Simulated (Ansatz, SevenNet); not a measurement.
# Grey tin (α-Sn), elastic constant C11

Reference value: 69 GPa (measured, low temperature, zero-point motion not removed; as tabulated in Tanner et al. (2021), arXiv:2110.11888).

### Question
What do SevenNet-0, SevenNet-l3i5, LDA, PBE, PBEsol, r²SCAN give, and how far is each from the reference?

### Answer

| level (code) | value (GPa) | cell (Å³/atom) | difference (%) |
|---|---|---|---|
| SevenNet-0 | 49.9 | 36.64 | -28 |
| SevenNet-l3i5 | 34.5 | 36.82 | -50 |
| LDA (Ansatz) | 66.9 | 33.89 | -3.0 |
| PBE (Ansatz) | 55.1 | 36.84 | -20 |
| PBEsol (Ansatz) | 62.3 | 34.94 | -9.7 |
| r²SCAN (Ansatz) | 66.8 | 35.38 | -3.2 |

Once the reference is moved by up to 5.0 % (a margin picked here for doubts on the reference and the settings, and for temperature and zero-point motion) and values within 1.7 % count as equal, the nearest can be LDA (-3.0 %) or r²SCAN (-3.2 %). Farthest off among them: SevenNet-l3i5 (-50 %).

The measured value isn't corrected to a static lattice, so vibrations enter the comparison.  LDA, PBE, PBEsol, r²SCAN: the solid has no gap at this level, which affects its response. Each level is taken at its own relaxed cell. Cutoffs differ between the levels. Ansatz's density-functional and Hartree–Fock values are scalar-relativistic unless marked +SOC, with PAW data made under PBE.

Machine-learned potentials (SevenNet-0, SevenNet-l3i5) are trained on DFT data: a solid inside that data is no test of them.

Differences are worked out from the printed values.

Ansatz is a quantum-chemistry and plane-wave program.
